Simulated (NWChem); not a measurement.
System: benzene (C₆H₆); SMILES c1ccccc1

Parts of the log:

```
             Northwest Computational Chemistry Package (NWChem) 7.3.0
             --------------------------------------------------------

                             Geometry "geometry" -> ""
                             -------------------------

 Output coordinates in angstroms (scale by  1.889725989 to convert to a.u.)

  No.       Tag          Charge          X              Y              Z
 ---- ---------------- ---------- -------------- -------------- --------------
    1 C                    6.0000     1.34426200     0.38004000     0.00000000
    2 C                    6.0000     0.34300700     1.35418500     0.00000000
    3 C                    6.0000    -1.00125500     0.97414500     0.00000000
    4 C                    6.0000    -1.34426200    -0.38004000     0.00000000
    5 C                    6.0000    -0.34300700    -1.35418500     0.00000000
    6 C                    6.0000     1.00125500    -0.97414500     0.00000000
    7 H                    1.0000     2.39023700     0.67580700     0.00000000
    8 H                    1.0000     0.60985300     2.40790900     0.00000000
    9 H                    1.0000    -1.78038400     1.73210200     0.00000000
   10 H                    1.0000    -2.39023700    -0.67580700     0.00000000
   11 H                    1.0000    -0.60985300    -2.40790900     0.00000000
   12 H                    1.0000     1.78038400    -1.73210200     0.00000000

 Effective nuclear repulsion energy (a.u.)     203.1461190106

                                 NWChem DFT Module
                                 -----------------

 Summary of "ao basis" -> "ao basis" (spherical)
 ------------------------------------------------------------------------------
       Tag                 Description            Shells   Functions and Types
 ---------------- ------------------------------  ------  ---------------------
 C                           6-31g*                  6       14   3s2p1d
 H                           6-31g*                  2        2   2s

 in cosmo_initialize ...
 calling solv_data for solv:dcm

 solvent parameters
 solvname_short: dcm
 solvname_long:  dichloromethane
 dielec:        8.9300
 dielecinf:     2.0283
 nonaqueous SMD model solvent descriptors
 dielec:        8.9300
 sola:          0.1000
 solb:          0.0500
 solc:          0.0000
 solg:         39.1500
 solh:          0.6670
 soln:          1.4242

          ---------------
          -cosmo- solvent
          ---------------
 Cosmo: York-Karplus, doi: 10.1021/jp992097l
 dielectric constant -eps-     =   8.93
 screen = (eps-1)/(eps    )    =   0.88802
 surface charge correction     = lagrangian

   van der Waals surface
 --------------------------

 ---------- ATOMIC COORDINATES (A.U.) ------------ VDWR(ANG.) --
     1    2.54028684    0.71817146    0.00000000     1.850
     2    0.64818924    2.55903859    0.00000000     1.850
     3   -1.89209759    1.84086712    0.00000000     1.850
     4   -2.54028684   -0.71817146    0.00000000     1.850
     5   -0.64818924   -2.55903859    0.00000000     1.850
     6    1.89209759   -1.84086712    0.00000000     1.850
     7    4.51689298    1.27709005    0.00000000     1.200
     8    1.15245506    4.55028822    0.00000000     1.200
     9   -3.36443791    3.27319816    0.00000000     1.200
    10   -4.51689298   -1.27709005    0.00000000     1.200
    11   -1.15245506   -4.55028822    0.00000000     1.200
    12    3.36443791   -3.27319816    0.00000000     1.200
 number of segments per atom =        128
 number of   points per atom =        128
 atom (   nspa,  nppa )
 ----------------------
    1 (     46,     0 )       0
    2 (     44,     0 )       0
    3 (     48,     0 )       0
    4 (     46,     0 )       0
    5 (     44,     0 )       0
    6 (     48,     0 )       0
    7 (     52,     0 )       0
    8 (     52,     0 )       0
    9 (     56,     0 )       0
   10 (     52,     0 )       0
   11 (     52,     0 )       0
   12 (     56,     0 )       0
 number of -cosmo- surface points =      596
 molecular surface =    111.980 angstrom**2
 molecular volume  =     98.327 angstrom**3
 -lineq- algorithm             =   0
 -bem- low  level              =   3
 -bem- from -octahedral-
 gaussian surface charge width =   4.50000
 degree of switching           =   1.00000
 switching function tolerance  =   0.00010
 atomic radii =
 --------------
    1  6.000  1.850
    2  6.000  1.850
    3  6.000  1.850
    4  6.000  1.850
    5  6.000  1.850
    6  6.000  1.850
    7  1.000  1.200
    8  1.000  1.200
    9  1.000  1.200
   10  1.000  1.200
   11  1.000  1.200
   12  1.000  1.200
 ...... end of -cosmo- initialization ......

 nat:                    12
 ixmem:                  7844
 calling mnsol_interface()
 G(SMD-CDS) energy (kcal/mol)  =    -3.077
 SMD-CDS SASA (angstrom**2)    =   143.616

            General Information
            -------------------
          SCF calculation type: DFT
          Wavefunction type:  closed shell.
          No. of atoms     :    12
          No. of electrons :    42
           Alpha electrons :    21
            Beta electrons :    21
          Charge           :     0
          Spin multiplicity:     1
          Use of symmetry is: off; symmetry adaption is: off
          Maximum number of iterations: 150
          AO basis - number of functions:    96
                     number of shells:    48
          Convergence on energy requested:  1.00D-06
          Convergence on density requested:  1.00D-05
          Convergence on gradient requested:  5.00D-04

              XC Information
              --------------
                         PBE0 Method XC Functional
                     Hartree-Fock (Exact) Exchange  0.250
          PerdewBurkeErnzerhof Exchange Functional  0.750
            Perdew 1991 LDA Correlation Functional  1.000 local
           PerdewBurkeErnz. Correlation Functional  1.000 non-local

             Grid Information
             ----------------
          Grid used for XC integration:  medium
          Radial quadrature: Mura-Knowles
          Angular quadrature: Lebedev.
          Tag              B.-S. Rad. Rad. Pts. Rad. Cut. Ang. Pts.
          ---              ---------- --------- --------- ---------
          C                   0.70       49          10.0       434
          H                   0.35       45          12.0       434
          Grid pruning is: on
          Number of quadrature shells:   564
          Spatial weights used:  Erf1

      Superposition of Atomic Density Guess
      -------------------------------------

 Sum of atomic energies:        -228.95092013

      Non-variational initial energy
      ------------------------------

 Total energy =    -233.105162
 1-e energy   =    -708.713437
 2-e energy   =     272.462156
 HOMO         =      -0.287797
 LUMO         =       0.009317

   convergence    iter        energy       DeltaE   RMS-Dens  Diis-err
 ---------------- ----- ----------------- --------- --------- ---------
     COSMO gas phase
 d= 0,ls=0.0,diis     1   -231.9159594378 -4.35D+02  5.40D-03  3.56D-01
 d= 0,ls=0.0,diis     2   -231.9598349452 -4.39D-02  1.15D-03  6.99D-03
 d= 0,ls=0.0,diis     3   -231.9606661158 -8.31D-04  2.90D-04  1.08D-03
 d= 0,ls=0.0,diis     4   -231.9607779220 -1.12D-04  7.43D-05  5.18D-05
 d= 0,ls=0.0,diis     5   -231.9607839493 -6.03D-06  2.20D-05  6.64D-06
 d= 0,ls=0.0,diis     6   -231.9607848824 -9.33D-07  6.85D-07  3.06D-09

   convergence    iter        energy       DeltaE   RMS-Dens  Diis-err
 ---------------- ----- ----------------- --------- --------- ---------
     COSMO solvation phase
 d= 0,ls=0.0,diis     1   -231.9708788726 -1.01D-02  1.64D-03  2.66D-03
 d= 0,ls=0.0,diis     2   -231.9714329257 -5.54D-04  2.93D-04  1.26D-03
 d= 0,ls=0.0,diis     3   -231.9715925463 -1.60D-04  8.77D-05  4.50D-05
 d= 0,ls=0.0,diis     4   -231.9715999517 -7.41D-06  5.39D-06  1.36D-07
 d= 0,ls=0.0,diis     5   -231.9715999774 -2.57D-08  9.28D-07  1.36D-08

         Total DFT energy =     -231.971599977418
      One electron energy =     -714.331877419345
           Coulomb energy =      313.320710542424
    Exchange-Corr. energy =      -34.520709769447
 Nuclear repulsion energy =      203.146119010618

             COSMO energy =        0.414157658333

 Numeric. integr. density =       42.000081739173

                                COSMO-SMD solvation results
                                ---------------------------

             internal energy in gas <Psi(g)|H|Psi(g)> =      -231.960784882431
         internal energy in solvent <Psi(s)|H|Psi(s)> =      -231.959963334972
                               delta internal energy  =         0.000821547459 (    0.52 kcal/mol)
   total free energy in solvent <Psi(s)|H+V/2|Psi(s)> =      -231.966695882937
 polarization energy contribution <Psi(s)|V/2|Psi(s)> =        -0.006732547965 (   -4.22 kcal/mol)
    total free energy in solvent including G(SMD-CDS) =      -231.971599977418
                       G(SMD-CDS) energy contribution =        -0.004904094482 (   -3.08 kcal/mol)
     1 M fixed-concentration free energy of solvation =        -0.010815094987 (   -6.79 kcal/mol)

                       DFT Final Molecular Orbital Analysis
                       ------------------------------------

 Vector   19  Occ=2.000000D+00  E=-3.511848D-01
              MO Center=  1.1D-08,  2.2D-07,  1.6D-11, r^2= 4.1D+00
   Bfn.  Coefficient  Atom+Function         Bfn.  Coefficient  Atom+Function
  ----- ------------  ---------------      ----- ------------  ---------------
    17      0.240207   2 C  px               59     -0.240207   5 C  px
    31     -0.234353   3 C  px               73      0.234353   6 C  px
     3     -0.210036   1 C  px               45      0.210036   4 C  px
    85     -0.168328   7 H  s                91     -0.168328  10 H  s
    86     -0.164291   7 H  s                92     -0.164291  10 H  s

 Vector   20  Occ=2.000000D+00  E=-2.649875D-01
              MO Center= -7.9D-08,  3.8D-08,  3.8D-09, r^2= 3.0D+00
   Bfn.  Coefficient  Atom+Function         Bfn.  Coefficient  Atom+Function
  ----- ------------  ---------------      ----- ------------  ---------------
    33      0.333889   3 C  pz               75     -0.333889   6 C  pz
    37      0.249561   3 C  pz               79     -0.249561   6 C  pz
    19      0.171419   2 C  pz               61     -0.171419   5 C  pz
     5     -0.162430   1 C  pz               47      0.162430   4 C  pz
    23      0.128080   2 C  pz               65     -0.128080   5 C  pz

 Vector   21  Occ=2.000000D+00  E=-2.649175D-01
              MO Center=  9.2D-08,  6.2D-08, -1.6D-10, r^2= 3.0D+00
   Bfn.  Coefficient  Atom+Function         Bfn.  Coefficient  Atom+Function
  ----- ------------  ---------------      ----- ------------  ---------------
     5      0.291778   1 C  pz               47     -0.291778   4 C  pz
    19      0.286595   2 C  pz               61     -0.286595   5 C  pz
     9      0.217983   1 C  pz               51     -0.217983   4 C  pz
    23      0.214120   2 C  pz               65     -0.214120   5 C  pz

 Vector   22  Occ=0.000000D+00  E= 1.068575D-03
              MO Center=  4.5D-08, -4.4D-08,  2.0D-09, r^2= 3.4D+00
   Bfn.  Coefficient  Atom+Function         Bfn.  Coefficient  Atom+Function
  ----- ------------  ---------------      ----- ------------  ---------------
    37      0.471982   3 C  pz               79      0.471982   6 C  pz
    23     -0.370324   2 C  pz               65     -0.370324   5 C  pz
    33      0.339002   3 C  pz               75      0.339002   6 C  pz
    19     -0.266074   2 C  pz               61     -0.266074   5 C  pz
     9     -0.101647   1 C  pz               51     -0.101647   4 C  pz

 Vector   23  Occ=0.000000D+00  E= 1.078209D-03
              MO Center= -5.1D-08,  4.6D-09,  2.5D-10, r^2= 3.4D+00
   Bfn.  Coefficient  Atom+Function         Bfn.  Coefficient  Atom+Function
  ----- ------------  ---------------      ----- ------------  ---------------
     9      0.486319   1 C  pz               51      0.486319   4 C  pz
     5      0.349349   1 C  pz               47      0.349349   4 C  pz
    23     -0.331212   2 C  pz               65     -0.331212   5 C  pz
    19     -0.237884   2 C  pz               61     -0.237884   5 C  pz
    37     -0.155107   3 C  pz               79     -0.155107   6 C  pz

 Vector   24  Occ=0.000000D+00  E= 1.065177D-01
              MO Center= -8.5D-08, -3.2D-07, -2.6D-11, r^2= 8.2D+00
   Bfn.  Coefficient  Atom+Function         Bfn.  Coefficient  Atom+Function
  ----- ------------  ---------------      ----- ------------  ---------------
    86      0.726408   7 H  s                88      0.726528   8 H  s
    90      0.726848   9 H  s                92      0.726409  10 H  s
    94      0.726528  11 H  s                96      0.726849  12 H  s
     6     -0.505848   1 C  s                20     -0.505708   2 C  s
    34     -0.506350   3 C  s                48     -0.505848   4 C  s

     Multipole analysis of the density
     ---------------------------------

     L   x y z        total         alpha         beta         nuclear
     -   - - -        -----         -----         ----         -------
     0   0 0 0     -0.000000    -21.000000    -21.000000     42.000000

     1   1 0 0      0.000000      0.000000      0.000000      0.000000
     1   0 1 0      0.000000      0.000000      0.000000      0.000000
     1   0 0 1     -0.000000     -0.000000     -0.000000      0.000000

     2   2 0 0    -22.137629   -106.838171   -106.838171    191.538712
     2   1 1 0      0.003491      0.001720      0.001720      0.000050
     2   1 0 1     -0.000000     -0.000000     -0.000000      0.000000
     2   0 2 0    -22.138032   -106.838367   -106.838367    191.538702
     2   0 1 1      0.000000      0.000000      0.000000      0.000000
     2   0 0 2    -29.063920    -14.531960    -14.531960      0.000000
```

Level: PBE0/6-31G* (spherical d), SMD on the gas-phase geometry. Geometry: optimised at B3LYP/6-31G* (spherical d). Solvent: dichloromethane.

Which NWChem input produces such a log?

One answer among several that fit: the input that was run:
```
start job
memory heap 200 mb stack 900 mb global 1100 mb
geometry units angstroms noautosym nocenter noautoz
  C      1.344262     0.380040     0.000000
  C      0.343007     1.354185     0.000000
  C     -1.001255     0.974145     0.000000
  C     -1.344262    -0.380040     0.000000
  C     -0.343007    -1.354185     0.000000
  C      1.001255    -0.974145     0.000000
  H      2.390237     0.675807     0.000000
  H      0.609853     2.407909     0.000000
  H     -1.780384     1.732102     0.000000
  H     -2.390237    -0.675807     0.000000
  H     -0.609853    -2.407909     0.000000
  H      1.780384    -1.732102     0.000000
end
basis spherical
  C library 6-31g*
  H library 6-31g*
end
dft
  xc pbe0
  iterations 150
end
cosmo
  do_cosmo_smd true
  solvent dcm
end
task dft energy
```
